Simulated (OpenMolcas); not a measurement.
# BH2S (SMILES [BH]S) at 6 levels

We compute a comparison of 6 runs (UHF/STO-3G, U-r2SCAN/STO-3G, UB3LYP/STO-3G, UPBE/STO-3G, ROMP2/STO-3G, ROCCSD(T)/STO-3G) of BH2S. 

The results are computed with OpenMolcas 26.06.

### Step 1. The system as given

The species is BH2S (4 atoms), meant as a doublet with charge 0. SMILES: `[BH]S`. The B1–S2 distance was set to 3.012 Å, away from the relaxed value. At this shape a bond of the SMILES string is far longer than usual.

Bond lengths: B1–H3 1.159 Å, S2–H4 1.355 Å. A long bond or contact: B1–S2 3.012 Å.

### Step 2. The energy at UHF/STO-3G (run 1)

Input file job.inp:

```
* BH2S Hartree-Fock
>>> EXPORT MOLCAS_PRINT=2

&GATEWAY
  BasLib=$CurrDir
  Coord
  4
  bohr
  B      1.33077915    -2.72371140     2.62372221
  S     -0.07254659     2.09723695    -0.05861930
  H      1.06886311    -4.80360066     1.98618530
  H     -1.12423587     1.29786390    -2.25215670
  Basis=STO-3G
  Group=NoSym

&SEWARD

&SCF
  UHF
  Spin=2
  Thresholds=1e-10 1e-07 1e-07 1e-05
  PrOrbitals=1 1
```

The basis set STO-3G is read from a file made from the Basis Set Exchange's data (not shown).

On the command line:

```
export MOLCAS_MEM=1860
pymolcas job.inp > job.log
```

The program printed:

```text
--- Start Module: gateway ---
[...]
--- Stop Module: gateway /rc=_RC_ALL_IS_WELL_ ---
--- Start Module: seward ---
[...]
      Basis functions           16
--- Stop Module: seward /rc=_RC_ALL_IS_WELL_ ---
--- Start Module: scf ---
[...]
       Convergence after  74 Iterations
[...]
::    Total SCF energy                               -418.4784399455
[...]
      Total spin, S                                     0.7380114677
[...]
      Total electronic charge=   23.000000
      Total            charge=   -0.000000
[...]
      Dipole Moment (debye):
      Origin of the operator (angstrom)=    0.1444    0.3944    0.3145
                   X= -2.5158E-01               Y= -8.2278E-01               Z= -5.5374E-01           Total=  1.0232E+00
      Quadrupole Moment (debye*angstrom):
[...]
--- Stop Module: scf /rc=_RC_ALL_IS_WELL_ ---
[...]
```

Wall time 2.6 s (1 thread of Arm Neoverse V2, shared host); peak memory 0.37 GiB.

### Step 3. The energy at U-r2SCAN/STO-3G (run 2)

Input file job.inp:

```
* BH2S Kohn-Sham DFT

&GATEWAY
 BasLib=$CurrDir
 Coord
 4
 bohr
 B      1.33077915    -2.72371140     2.62372221
 S     -0.07254659     2.09723695    -0.05861930
 H      1.06886311    -4.80360066     1.98618530
 H     -1.12423587     1.29786390    -2.25215670
 Basis=STO-3G
 Group=NoSym

&SEWARD
 GridInput
 Grid=UltraFine
 End of Grid

&SCF
 UHF
 Spin=2
 KSDFT=2
 1.0 MGGA_X_R2SCAN
 1.0 MGGA_C_R2SCAN
 Thresholds=1e-10 1e-07 1e-07 1e-05
 PrOrbitals=1 1
```

The basis set STO-3G is read from a file made from the Basis Set Exchange's data (not shown).

On the command line:

```
export MOLCAS_MEM=1860
pymolcas job.inp > job.log
```

The program printed:

```text
--- Start Module: gateway ---
[...]
--- Stop Module: gateway /rc=_RC_ALL_IS_WELL_ ---
--- Start Module: seward ---
[...]
      Basis functions           16
--- Stop Module: seward /rc=_RC_ALL_IS_WELL_ ---
--- Start Module: scf ---
[...]
       Convergence after  23 Iterations
[...]
::    Total KS-DFT energy                            -419.2025818369
[...]
      Total spin, S                                     0.6386958342
[...]
      Total electronic charge=   23.000000
      Total            charge=   -0.000000
[...]
      Dipole Moment (debye):
      Origin of the operator (angstrom)=    0.1444    0.3944    0.3145
                   X= -3.8451E-02               Y= -1.5538E+00               Z= -1.4645E-01           Total=  1.5611E+00
      Quadrupole Moment (debye*angstrom):
[...]
--- Stop Module: scf /rc=_RC_ALL_IS_WELL_ ---
[...]
```

Run time: 8.4 s. Hardware: 1 thread of Arm Neoverse V2, shared host; peak memory 0.37 GiB.

Run 3 isn't shown in full; the table further down has it.

### Step 4. A single-point energy at UPBE/STO-3G (run 4)

Changes to job.inp since step 3:

```diff
@@ -1,3 +1 @@
-* BH2S Kohn-Sham DFT
-
 &GATEWAY
@@ -22,5 +20,3 @@
  Spin=2
- KSDFT=2
- 1.0 MGGA_X_R2SCAN
- 1.0 MGGA_C_R2SCAN
+ KSDFT=PBE
  Thresholds=1e-10 1e-07 1e-07 1e-05
```

The basis set STO-3G is read from a file made from the Basis Set Exchange's data (not shown).

On the command line:

```
export MOLCAS_MEM=1860
pymolcas job.inp > job.log
```

The program printed:

```text
--- Start Module: gateway ---
[...]
--- Stop Module: gateway /rc=_RC_ALL_IS_WELL_ ---
--- Start Module: seward ---
[...]
      Basis functions           16
--- Stop Module: seward /rc=_RC_ALL_IS_WELL_ ---
--- Start Module: scf ---
[...]
       Convergence after  29 Iterations
[...]
::    Total KS-DFT energy                            -419.0033134563
[...]
      Total spin, S                                     0.5522949733
[...]
      Total electronic charge=   23.000000
      Total            charge=   -0.000000
[...]
      Dipole Moment (debye):
      Origin of the operator (angstrom)=    0.1444    0.3944    0.3145
                   X= -3.0295E-02               Y= -1.6218E+00               Z= -1.3332E-01           Total=  1.6276E+00
      Quadrupole Moment (debye*angstrom):
[...]
--- Stop Module: scf /rc=_RC_ALL_IS_WELL_ ---
[...]
```

Wall time 7.2 s (1 thread of Arm Neoverse V2, shared host); peak memory 0.37 GiB.

Run 5 isn't shown in full; the table further down has it.

### Step 5. A single-point energy at ROCCSD(T)/STO-3G (run 6)

Input file job.inp:

```
&GATEWAY
  BasLib=$CurrDir
  Coord
  4
  bohr
  B      1.33077915    -2.72371140     2.62372221
  S     -0.07254659     2.09723695    -0.05861930
  H      1.06886311    -4.80360066     1.98618530
  H     -1.12423587     1.29786390    -2.25215670
  Basis=STO-3G
  Group=NoSym

&SEWARD

&SCF
  UHF
  Spin=2
  Thresholds=1e-10 1e-07 1e-07 1e-05
  PrOrbitals=1 1

&RASSCF
  FileOrb=$Project.UnaOrb
  Spin=2
  Nactel=1 0 0
  Inactive=11
  Ras2=1
  OutOrbitals=Canonical
  OrbListing=Nothing

&MOTRA
  JobIph
  Frozen=6

&CCSDT
  CCT
  Triples=3
  Iterations=80
  Accuracy=1e-08
  Extrapolation=5 4
```

The basis set STO-3G is read from a file made from the Basis Set Exchange's data (not shown).

On the command line:

```
export MOLCAS_MEM=1860
pymolcas job.inp > job.log
```

The program printed:

```text
--- Start Module: gateway ---
[...]
--- Stop Module: gateway /rc=_RC_ALL_IS_WELL_ ---
[...]
      Basis functions           16
[...]
       Convergence after  74 Iterations
[...]
::    Total SCF energy                               -418.4784399455
[...]
      Total spin, S                                     0.7380114677
[...]
      Number of active orbitals                  1
[...]
      Spin quantum number                      0.5
[...]
      Active orbitals                            1
[...]
      Number of CSFs                             1
[...]
      Number of root(s) required                 1
[...]
      Convergence after 13 iterations
[...]
      printout of CI-coefficients larger than  0.05 for root  1
      energy=    -418.459258
      conf/sym  1     Coeff  Weight
             1  u   1.00000 1.00000
      Natural orbitals and occupation numbers for root  1
      sym 1:   1.000000
      ************************************************************************************************************************
      *                                                    Final results                                                     *
[...]
::    RASSCF root number  1 Total energy:   -418.45925833
[...]
      Total electronic charge=   23.000000
      Total            charge=   -0.000000
[...]
      Dipole Moment (debye):
      Origin of the operator (angstrom)=    0.1444    0.3944    0.3145
                   X= -3.2332E-01               Y= -1.3614E+00               Z= -7.2750E-01           Total=  1.5771E+00
      Quadrupole Moment (debye*angstrom):
[...]
--- Start Module: motra ---
[...]
      *** WARNING: Default frozen orbitals is overwritten by user input.
      *** Default values:   6
[...]
--- Stop Module: motra /rc=_RC_ALL_IS_WELL_ ---
--- Start Module: ccsdt ---
[...]
      Convergence after                    35  Iterations
      Total energy (diff) :    -418.54157960      -0.00000000
[...]
 METHOD                       : CCSD+T(CCSD)+<T3(1)WT1>+<T3(1)UT2> = CCSD(T)
[...]
       CCSD     =      -418.5415795992273
[...]
--- Stop Module: ccsdt /rc=_RC_ALL_IS_WELL_ ---
[...]
```

Run time: 3.6 s. Hardware: 1 thread of Arm Neoverse V2, shared host; peak memory 0.37 GiB.

### Step 6. Overview of the runs

```tsv
run	level	integration grid	frozen core orbitals	energy (Eh)	dipole moment (D)	HOMO energy (eV)	LUMO energy (eV)	wall time
1	UHF/STO-3G	–	–	-418.478440	1.02	-6.46	6.15	2.6 s
2	U-r2SCAN/STO-3G	UltraFine	–	-419.202582	1.56	-1.33	-0.26	8.4 s
3	UB3LYP/STO-3G	UltraFine	–	-419.248050	1.60	-2.35	0.20	8.4 s
4	UPBE/STO-3G	UltraFine	–	-419.003313	1.63	-1.16	-0.72	7.2 s
5	ROMP2/STO-3G	–	6	-418.503170	–	–	–	3.3 s
6	ROCCSD(T)/STO-3G	–	6	-418.541975	–	–	–	3.6 s
```

### Step 7. Summary of results

| quantity | value |
| --- | --- |
| run 6: total energy | -418.54198 Eh |
| run 6: (T) correction | -0.40 mEh |

**Reading.** Over runs 1, 2, 3, 4 the dipole moment (its size) runs from 1.02 D (UHF/STO-3G) to 1.63 D (UPBE/STO-3G). Totals of different functionals can't be ranked against each other. In runs 1, 2, 3, 4, 5, 6 the basis is minimal, so the values are rough. Spin contamination of the reference: run 1 ⟨S²⟩ = 1.28, run 2 ⟨S²⟩ = 1.05, run 3 ⟨S²⟩ = 0.99, run 4 ⟨S²⟩ = 0.86. All runs together took 34 s, the longest 8.4 s.
